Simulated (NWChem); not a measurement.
The numbers come from NWChem runs, not from measurements. System: trimethylamine (C3H9N), charge 0, spin multiplicity 1, at a geometry optimised with PBE0/def2-SVP. Level: MP2/cc-pVDZ, 4 core orbitals frozen.

Part of the output:

```
             Northwest Computational Chemistry Package (NWChem) 7.3.0
             --------------------------------------------------------

                                NWChem Input Module
                                -------------------

 Scaling coordinates for geometry "geometry" by  1.889725989
 (inverse scale =  0.529177249)

 Turning off AUTOSYM since
 SYMMETRY directive was detected!

                             Geometry "geometry" -> ""
                             -------------------------

 Output coordinates in angstroms (scale by  1.889725989 to convert to a.u.)

  No.       Tag          Charge          X              Y              Z
 ---- ---------------- ---------- -------------- -------------- --------------
    1 C                    6.0000    -0.21641100    -0.65865400     1.19716900
    2 N                    7.0000    -0.31698000     0.13286700     0.00000000
    3 C                    6.0000    -0.21641100    -0.65865400    -1.19716900
    4 C                    6.0000     0.58548500     1.25333000     0.00000000
    5 H                    1.0000     0.77633800    -1.15262700     1.32119300
    6 H                    1.0000    -0.98268400    -1.44982300     1.19575300
    7 H                    1.0000    -0.38679200    -0.02922100     2.08481800
    8 H                    1.0000     0.77633800    -1.15262700    -1.32119300
    9 H                    1.0000    -0.38679200    -0.02922100    -2.08481800
   10 H                    1.0000    -0.98268400    -1.44982300    -1.19575300
   11 H                    1.0000     1.66121200     0.95718600     0.00000000
   12 H                    1.0000     0.41397000     1.87998300    -0.88937900
   13 H                    1.0000     0.41397000     1.87998300     0.88937900

 Effective nuclear repulsion energy (a.u.)     138.7671742125

            Nuclear Dipole moment (a.u.)
            ----------------------------
        X                 Y               Z
 ---------------- ---------------- ----------------
    -0.0000113384     0.0000207870    -0.0000000000

      Symmetry information
      --------------------

 Group name             Cs
 Group number              2
 Group order               2
 No. of unique centers     8

      Symmetry unique atoms

     1    2    4    5    6    7   11   12


 Summary of "ao basis" -> "" (spherical)
 ------------------------------------------------------------------------------
       Tag                 Description            Shells   Functions and Types
 ---------------- ------------------------------  ------  ---------------------
 *                          cc-pvdz                   on all atoms

 Summary of "ao basis" -> "ao basis" (spherical)
 ------------------------------------------------------------------------------
       Tag                 Description            Shells   Functions and Types
 ---------------- ------------------------------  ------  ---------------------
 C                          cc-pvdz                  6       14   3s2p1d
 N                          cc-pvdz                  6       14   3s2p1d
 H                          cc-pvdz                  3        5   2s1p

                                 NWChem SCF Module
                                 -----------------

  ao basis        = "ao basis"
  functions       =   101
  atoms           =    13
  closed shells   =    17
  open shells     =     0
  charge          =   0.00
  wavefunction    = RHF
  use symmetry    = T
  symmetry adapt  = T

 Summary of "ao basis" -> "ao basis" (spherical)
 ------------------------------------------------------------------------------
       Tag                 Description            Shells   Functions and Types
 ---------------- ------------------------------  ------  ---------------------
 C                          cc-pvdz                  6       14   3s2p1d
 N                          cc-pvdz                  6       14   3s2p1d
 H                          cc-pvdz                  3        5   2s1p

      Symmetry analysis of basis
      --------------------------

        a'         58
        a"         43

 Forming initial guess at       0.1s

      Superposition of Atomic Density Guess
      -------------------------------------
[...]
              MO Center= -7.3D-02,  3.1D-02, -3.0D-15, r^2= 2.3D+00
   Bfn.  Coefficient  Atom+Function         Bfn.  Coefficient  Atom+Function
  ----- ------------  ---------------      ----- ------------  ---------------
    18      0.465570   2 N  px               21      0.421173   2 N  px
    19     -0.195246   2 N  py               22     -0.176631   2 N  py
    57     -0.165273   5 H  s                72     -0.165273   8 H  s
    87     -0.165266  11 H  s                17     -0.161737   2 N  s
    58     -0.159142   5 H  s                73     -0.159142   8 H  s

 Vector   18  Occ=0.000000D+00  E= 1.767761D-01  Symmetry=a'
              MO Center=  1.8D-01, -7.5D-02, -2.4D-16, r^2= 7.5D+00
   Bfn.  Coefficient  Atom+Function         Bfn.  Coefficient  Atom+Function
  ----- ------------  ---------------      ----- ------------  ---------------
     3      1.197565   1 C  s                31      1.197565   3 C  s
    45      1.197535   4 C  s                58     -0.531893   5 H  s
    73     -0.531893   8 H  s                88     -0.531875  11 H  s
    63     -0.527433   6 H  s                68     -0.527518   7 H  s
    78     -0.527518   9 H  s                83     -0.527433  10 H  s

 Vector   19  Occ=0.000000D+00  E= 2.306247D-01  Symmetry=a"
              MO Center= -1.1D-01,  2.7D-01, -3.4D-13, r^2= 8.4D+00
   Bfn.  Coefficient  Atom+Function         Bfn.  Coefficient  Atom+Function
  ----- ------------  ---------------      ----- ------------  ---------------
     3      1.297255   1 C  s                31     -1.297255   3 C  s
    68     -1.088109   7 H  s                78      1.088109   9 H  s
    93      0.760905  12 H  s                98     -0.760905  13 H  s
    51      0.696216   4 C  pz               58     -0.567781   5 H  s
    73      0.567781   8 H  s                 9      0.491834   1 C  pz

 Vector   20  Occ=0.000000D+00  E= 2.306362D-01  Symmetry=a'
              MO Center= -2.7D-01, -1.1D-01,  4.4D-14, r^2= 8.4D+00
   Bfn.  Coefficient  Atom+Function         Bfn.  Coefficient  Atom+Function
  ----- ------------  ---------------      ----- ------------  ---------------
    45      1.497814   4 C  s                63      1.067801   6 H  s
    83      1.067801  10 H  s                93     -0.817312  12 H  s
    98     -0.817312  13 H  s                 3     -0.748966   1 C  s
    31     -0.748966   3 C  s                88     -0.655528  11 H  s
     8      0.574333   1 C  py               36      0.574333   3 C  py

 center of mass
 --------------
 x =  -0.04138361 y =   0.01734933 z =  -0.00000000

 moments of inertia (a.u.)
 ------------------
         341.468018263106         -56.818595680476          -0.000000000000
         -56.818595680476         229.828515743748          -0.000000000000
          -0.000000000000          -0.000000000000         205.955962644895

  Mulliken analysis of the total density
  --------------------------------------

    Atom       Charge   Shell Charges
 -----------   ------   -------------------------------------------------------
    1 C    6     5.91   2.00  0.65  0.36  1.99  0.80  0.09
    2 N    7     7.48   2.00  0.72  0.80  2.40  1.50  0.05
    3 C    6     5.91   2.00  0.65  0.36  1.99  0.80  0.09
    4 C    6     5.91   2.00  0.65  0.36  1.99  0.80  0.09
    5 H    1     1.00   0.75  0.22  0.03
    6 H    1     0.97   0.76  0.18  0.03
    7 H    1     0.97   0.76  0.18  0.03
    8 H    1     1.00   0.75  0.22  0.03
    9 H    1     0.97   0.76  0.18  0.03
   10 H    1     0.97   0.76  0.18  0.03
   11 H    1     1.00   0.75  0.22  0.03
   12 H    1     0.97   0.76  0.18  0.03
   13 H    1     0.97   0.76  0.18  0.03

       Multipole analysis of the density wrt the origin
       ------------------------------------------------

     L   x y z        total         open         nuclear
     -   - - -        -----         ----         -------
     0   0 0 0     -0.000000      0.000000     34.000000

     1   1 0 0      0.179595      0.000000     -0.000011
     1   0 1 0     -0.075260      0.000000      0.000021
     1   0 0 1      0.000000      0.000000     -0.000000

     2   2 0 0    -21.670542      0.000000     35.212179
     2   1 1 0      0.852700      0.000000     35.880227
     2   1 0 1     -0.000000      0.000000      0.000000
     2   0 2 0    -19.994894      0.000000    105.711180
     2   0 1 1     -0.000000      0.000000      0.000000
     2   0 0 2    -19.636530      0.000000    120.788529

                   NWChem MP2 Semi-direct Energy/Gradient Module
                   ---------------------------------------------

  Basis functions       =    101
  Molecular orbitals    =    101
  Frozen core           =      4
  Frozen virtuals       =      0
  Active alpha occupied =     13
  Active beta occupied  =     13
  Active alpha virtual  =     84
  Active beta virtual   =     84
  Use MO symmetry       = T
  Use skeleton AO sym   = T

  AO/Fock/Back tols     =   1.0D-09  1.0D-09  1.0D-09

 GA uses MA = F    GA memory limited = T

 Available:
  local mem=  1.26D+08
 global mem=  1.44D+08
 local disk=  0.00D+00
  mp2_memr nvloc                    84
  nvloc new                    84
   1 passes of  13:        3145728                      48656                  19142153.
   1 passes of  13: M    126145526           G      144158798           F     122999798.

 Semi-direct pass number   1 of   1  for RHF alpha+beta  at        3.6s
  vrange nnbf                  5151
  mp2_eaftype                    73  avail_ma_in_mb                  1099
 EAF : mp2_eaftype filesize          73    9571076.
  mp2_eaf for mointskh                     73
Node 0 wrote     45.0 Mb in      0.0 s     Agg I/O rate:  1583.7 Mb/s
 Done moints_semi at       11.8s
  mp2_eaftype                    73  avail_ma_in_mb                  1026
 EAF : mp2_eaftype filesize          73    9571076.
  mp2_eaf for kh                    73
 Done maket at       12.1s
 Done multipass loop at       12.1s

          -------------------------------------------
          SCF energy                -173.281592265924
          Correlation energy          -0.613022524468
          Singlet pairs               -0.402851740795
          Triplet pairs               -0.210170783673
          Total MP2 energy          -173.894614790392
          -------------------------------------------

          ---------------------------------------------------
                    Spin Component Scaled (SCS) MP2
          Same spin pairs                     -0.140113855782
          Same spin scaling factor             0.333333333333
          Opposite spin pairs                 -0.472908668686
          Opposite spin scaling fact.          1.200000000000
          SCS-MP2 correlation energy          -0.614195021018
          Total SCS-MP2 energy              -173.895787286941
          ---------------------------------------------------

 -----------------------
 Performance information
 -----------------------

 Timer overhead =  2.14D-07 seconds/call

               Nr. of calls         CPU time (s)                 Wall time (s)                GFlops
             ---------------    -------------------     ------------------------------   -------------------
Name         Min   Avg   Max    Min     Avg     Max     Min     Avg     Max   Mx/calls   Min     Max     Sum
mp2: moin     1     1     1    8.2     8.2     8.2      8.2     8.2     8.2     8.2      0.0     0.0     0.0
mp2: make     1     1     1   0.33    0.33    0.33     0.33    0.33    0.33    0.33      0.0     0.0     0.0
mp2: tota     1     1     1    8.5     8.5     8.5      8.5     8.5     8.5     8.5      0.0     0.0     0.0

 The average no. of pstat calls per process was 3.00D+00
 with a timing overhead of 6.41D-07s

 Task  times  cpu:       12.1s     wall:       12.1s

 Total times  cpu:       12.1s     wall:       12.1s
```

Q: Write an NWChem input that would produce this output.

A: Several could match; the one computed here: 
```
start mol
memory heap 200 mb stack 900 mb global 1100 mb
geometry units angstroms nocenter noautoz
  C     -0.216411    -0.658654     1.197169
  N     -0.316980     0.132867     0.000000
  C     -0.216411    -0.658654    -1.197169
  C      0.585485     1.253330     0.000000
  H      0.776338    -1.152627     1.321193
  H     -0.982684    -1.449823     1.195753
  H     -0.386792    -0.029221     2.084818
  H      0.776338    -1.152627    -1.321193
  H     -0.386792    -0.029221    -2.084818
  H     -0.982684    -1.449823    -1.195753
  H      1.661212     0.957186     0.000000
  H      0.413970     1.879983    -0.889379
  H      0.413970     1.879983     0.889379
  symmetry group Cs
end
basis spherical
  * library cc-pvdz
end
scf
  rhf
  nopen 0
  maxiter 100
  thresh 1e-7
  semidirect memsize 60000000 filesize 0
end
mp2
  freeze core 4
end
task mp2 energy
```
